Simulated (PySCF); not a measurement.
# SiH₂ + SiCl₂ → 2 SiHCl

Level: PBE0 in the def2-TZVP basis family, all electrons, no relativity, computed in PySCF with density fitting; open shells unrestricted.

```
species                                      state and structure       E (Eh)  ZPE (kJ/mol)  H(298 K) − H(0) (kJ/mol)  S° (J/(mol K))
   SiH₂            singlet, C2v, Si–H 1.526 Å (×2); H–Si–H 91.1°   -290.48614          30.6                      10.0           207.5
  SiCl₂        singlet, C2v, Si–Cl 2.078 Å (×2); Cl–Si–Cl 101.4°  -1209.57210           7.4                      12.5           281.6
  SiHCl  singlet, Cs, Si–Cl 2.077 Å, Si–H 1.529 Å; Cl–Si–H 94.7°   -750.02673          20.1                      10.7           251.2
```

(1) What is the electronic reaction energy?

(2) Add zero-point, thermal and entropy terms for 298.15 K and 1 bar.

## Answers

(1) At PBE0/def2-TZVP, ΔE = 12.5 kJ/mol from the differences of the total energies times 2625.5, uphill. The bond energies do not simply add up: the mixed species is disfavoured.

(2) ΔZPE = 2.2 and Δ[H(298) − H(0)] = -1.1 kJ/mol give ΔH° = 13.6 kJ/mol. ΔS° = 13.3 J/(mol K), so ΔG° = 13.6 − 298.15 × (0.0133) = 10 kJ/mol and log₁₀K = -1.7.

Each species is the lowest minimum found with this bonding; other isomers or fragments can lie lower.
